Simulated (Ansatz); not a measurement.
Structure relaxation of Cs3N

The calculation used Ansatz 0.2.0, DFT PBE, scalar-relativistic, plane waves, PAW.

Cs3N was placed on the TiAl3 (D0_22) structure type (I4/mmm, No. 139), with N in place of Ti, Cs in place of Al, at a guessed volume.

The final relaxation ran on this input, with the default PAW datasets:

```yaml
crystal:
  lattice:
    - [-2.5261207082, 2.5261207082, 5.6427631404]
    - [2.5261207082, -2.5261207082, 5.6427631404]
    - [2.5261207082, 2.5261207082, -5.6427631404]
  atoms:
    - { symbol: Cs, position: [0.5, 0.5, 0.0] }
    - { symbol: Cs, position: [0.25, 0.75, 0.5] }
    - { symbol: Cs, position: [0.75, 0.25, 0.5] }
    - { symbol: "N", position: [0.0, 0.0, 0.0], spin: 0.5 }
basis:
  ecutwfc: 420
kpoints:
  mp_grid: { grid: [14, 14, 14] }
hamiltonian:
  xc: pbe
scf:
  occupations: { method: gaussian, width: 0.1 }
output:
  forces: true
  stress: true
  eigenvalues: true
  populations: true
magnetization:
  spin_polarized: true
relax:
  adjacent_minimum: "off"
  f_tol: 0.01
  max_steps: 80
  cell: { stress_tol: 0.05 }
```

Launched as:

```bash
ansatz run input.yaml --threads 1 --pin off --max-ram 2560MiB --backend cpu --events-out ev --progress --plain --runs-dir out
```

It took 21 min on 1 thread of Intel(R) Xeon(R) Platinum 8259CL CPU @ 2.50GHz (Skylake/Cascade Lake) (shared host), peak memory 1.3 GiB.

End of the output:

```
SCF converged after 7 iterations
Magnetization:  0.0000 μB (16.0000 up, 16.0000 down)
Absolute magnetization: 0.0000 μB (∫|ρ↑−ρ↓|, with the PAW one-centre terms)
Spin contamination: 0.0000 ħ² per cell (⟨S²⟩ above its minimum at these occupations)
Per-site moments (μB) at R_I (Å): [(0.000000, 1.486246), (0.000000, 1.486246), (0.000000, 1.486246), (-0.000001, 1.486246)]
Free energy (F): -17392.655728 eV
Harris-Foulkes:  -17392.655728 eV  (|F-HF|=3.64e-12)
Internal energy: -17392.655670 eV  (E = F + TS)
E sigma→0 (E₀):  -17392.655699 eV
Entropy (-TS):   -0.000058 eV (-0.015 meV/atom)
Fermi energy:    7.775314 eV
--- Per-component energies (eV) ---
  E_band       = -109.397455
  E_kinetic    = 550.864385
  E_local      = -779.154662  (includes V_loc(G=0)·N_el)
  E_nonlocal   = 136.719727
  E_hartree    = 258.401463
  E_xc         = -582.609934
  E_vxc        = -455.380116  (∫ρ·V_xc dr)
  E_paw        = -15325.789546  (= ΣΔE_a)
  E_vpaw       = -79.249801  (= ΣTr[D̂ρ^β])
  E_aug_tail   = 0.000077  (compensation charges beyond the density's cutoff)
  E_ewald      = -1651.087180
  E_smearing   = -0.000058  (= −TS)
  E_closure    = 0.000000  (closes the sum)
  Σ components = -17392.655728   (vs F -17392.655728, Δ=0.00e0)
--- Forces (eV/Å), atoms counted from 1 ---
  atom   1  Cs     0.00000000     0.00000000     0.00000000
  atom   2  Cs     0.00000000     0.00000000     0.00000000
  atom   3  Cs     0.00000000     0.00000000     0.00000000
  atom   4  N      0.00000000     0.00000000     0.00000000
  max |Σ_I F_I| component: 2.60e-17 eV/Å
--- Stress (GPa, compression-positive) ---
        0.045220       0.000000       0.000000
        0.000000       0.045220       0.000000
        0.000000       0.000000      -0.020859
  P = ⅓ Tr σ = 0.0232 GPa (0.232 kbar)
  k-point 0 ↑: bands = ["-16.6674", "-15.5907", "-15.5523", "-3.8349", "-3.7089", "-3.7089", "-3.0872", "-2.9384", "-2.9384", "-2.7849", "-1.9237", "-1.8983", "-1.8983", "7.2012", "7.2710", "7.2710", "7.8458", "8.0020", "8.0963", "10.9586", "10.9586"]
  k-point 1 ↑: bands = ["-16.6614", "-15.5946", "-15.5560", "-3.8644", "-3.7411", "-3.7024", "-3.1028", "-2.9060", "-2.9004", "-2.7509", "-1.9321", "-1.9195", "-1.8919", "7.0820", "7.2139", "7.2844", "7.9398", "8.1390", "8.3177", "10.8233", "10.8706"]
  k-point 2 ↑: bands = ["-16.6445", "-15.6059", "-15.5664", "-3.9392", "-3.8220", "-3.6823", "-3.1495", "-2.8205", "-2.7916", "-2.6631", "-2.0232", "-1.9109", "-1.8763", "6.8284", "7.2516", "7.3234", "8.1017", "8.4696", "8.8432", "10.5741", "10.5855"]
  k-point 243 ↓: bands = ["-16.5362", "-15.7086", "-15.6001", "-4.1666", "-4.1666", "-3.5203", "-3.4652", "-2.4317", "-2.1843", "-2.1843", "-2.1401", "-2.0517", "-2.0517", "7.0500", "7.6075", "7.6075", "8.3265", "8.3790", "9.4159", "9.6085", "9.6085"]
--- Relaxed structure (9 steps of the walk, 9 accepted, 2 SCFs on fresh bases) ---
  F+E_penalty+E_count = -17392.65572772 eV   max|allowed force component| = 9.107e-18 eV/Å   (the final SCF, on the basis selected at the relaxed cell)
  cell:  # Å, volume = 143.8733 Å³
    - [-2.902264, 2.902264, 4.270183]
    - [2.902264, -2.902264, 4.270183]
    - [2.902264, 2.902264, -4.270183]
  atoms:
    - { symbol: Cs, position: [0.5, 0.5, 0.000000] }
    - { symbol: Cs, position: [0.250000, 0.750000, 0.500000] }
    - { symbol: Cs, position: [0.750000, 0.250000, 0.500000] }
    - { symbol: N, position: [0.000000, 0.000000, 0.000000] }
--- Löwdin populations: 4 sites ---
  site symbol q [e]    m [muB]
     0     Cs      8.2054     0.0000
     1     Cs      8.2619     0.0000
     2     Cs      8.2619     0.0000
     3      N      6.3383     0.0000
  spilling = 0.029143 (of n_electrons = 32.000000)
```

Absolute energies hang on the potentials; compare differences alone.

The result has space group I4/mmm (No. 139). Cs on Wyckoff site b (1 atom of the primitive cell) is coordinated by 8 Cs at 3.60 Å and 6 N at 4.10–4.27 Å; Cs on Wyckoff site d (2 atoms of the primitive cell) is coordinated by 4 Cs at 3.60 Å, 4 N at 3.60 Å and 6 Cs at 4.10–4.27 Å; N is coordinated by 8 Cs at 3.60 Å and 6 Cs at 4.10–4.27 Å.

Against the elements it lies at 0.912 eV/atom. Energies over the elements count from the elements' standard structures at the same level (N₂ as a molecule), with no empirical corrections.

Symmetry constrained the relaxation, so the result can be a saddle point.